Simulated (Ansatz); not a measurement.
**BH2SO (SMILES O[B]S): the vertical energy of the quartet above the doublet, rung by rung**

BH2SO: 5 atoms, total charge 0, spin state doublet. As SMILES, `O[B]S`. The coordinates come from a PBE0-D4/def2-TZVP relaxation. This is a higher conformer, about 7 kJ/mol above the lowest found by a separate search.

```xyz
5

O    -1.2947   -0.0547   -0.4356
B    -0.4543    0.8256    0.1097
S     1.2538    0.6942    0.6111
H    -0.9471   -0.9400   -0.6047
H     1.4921   -0.5986    0.2782
```

Quantity: the vertical energy of the quartet above the doublet, in eV. The values are calculated.

```
           level                   kind  program  value (eV)  CPU time (all runs)
   USVWN5/STO-3G                    LDA   Ansatz        6.75                2.5 s
U-r2SCAN0/STO-3G        hybrid meta-GGA   Ansatz           ?                9.3 s
   UBHLYP/STO-3G          global hybrid   Ansatz           ?                4.1 s
    UPBE0/STO-3G          global hybrid   Ansatz        6.79                3.9 s
     UMP2/STO-3G    perturbation theory   Ansatz        7.08               0.47 s
 UBCCD(T)/STO-3G  coupled cluster or CI   Ansatz        7.05                  1 s
UCCSDT(Q)/STO-3G  coupled cluster or CI   Ansatz        7.05                3.9 s
  UCCSDTQ/STO-3G  coupled cluster or CI   Ansatz        7.05              3.2 min
      FCI/STO-3G     exact in the basis   Ansatz        7.05              2.3 min
```

Problem. Estimate the missing values from the other rows.

Solution. As computed at these levels: U-r2SCAN0/STO-3G: 6.74 eV; UBHLYP/STO-3G: 6.97 eV. The values span 6.74 to 7.08 eV. All rows use very small basis sets, so even the best lies far from the true value. CPU times are rough (shared hosts, several kinds of processor): they show what a rung costs within a factor of a few.
